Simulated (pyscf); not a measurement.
H₃C–CH₂–O–SiH₃ + H• → •H₂C–CH₃ + HO–SiH₃ (substitution at O; doublet surface; C–O broken, H–O formed). Single points on ωB97X-D3(BJ)/def2-SVP structures (PySCF, gas phase). Energies in kcal/mol from the separated reactants.

```json
[
 {"level": "ωB97X-D3(BJ)/def2-TZVP", "barrier": "28.8", "reaction energy": "-21.9"},
 {"level": "PBE/def2-TZVP", "barrier": "15.3", "reaction energy": "-23.8"},
 {"level": "B3LYP-D3(BJ)/def2-TZVP", "barrier": "19.8", "reaction energy": "-25.9"},
 {"level": "PBE0-D3(BJ)/def2-TZVP", "barrier": "22.4", "reaction energy": "-23.0"},
 {"level": "M06-2X/def2-TZVP", "barrier": "26.5", "reaction energy": "-22.0"},
 {"level": "ωB97M-D3(BJ)/def2-TZVP", "barrier": "25.4", "reaction energy": "-23.8"}
]
```

The functionals in the table span 13.6 kcal/mol in this barrier, from PBE to ωB97X-D3(BJ). Abstraction by the radical was not located in this set and often lies lower. H₃C–CH₂–O–SiH₃ lies 18.1 kcal/mol over its isomer H₃C–CH₂–SiH₂–OH (electronic energy, ωB97M-D3(BJ)). One saddle was located; it need not be the lowest between these sides. The angle at the attacked O is 146°.
